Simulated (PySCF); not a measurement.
## Name the molecule from its bond curve

A diatomic of charge 0 contains S. Its doublet curve at PBE0 in a triple-zeta basis (no relativity, PySCF), in eV from the separated fragments:

(R (Å), E (eV)): (1.158, -3.085), (1.211, -3.439), (1.265, -3.642), (1.306, -3.717), (1.346, -3.740), (1.386, -3.720), (1.440, -3.640), (1.508, -3.476), (1.588, -3.215), (1.696, -2.804)

The fit gives ωe = 2705 cm⁻¹ and the rotational constant Bₑ = 9.527 cm⁻¹.

Q: Which atom is the partner?

A: The minimum lies at 1.346 Å, so the reduced mass is 16.8576 u Å² cm⁻¹/(Bₑ·Re²) = 0.9767 u. With S at 31.97 u the partner weighs about 1.0 u: H. The molecule is SH.

The state was picked by a PBE0 search and need not be the measured ground state.
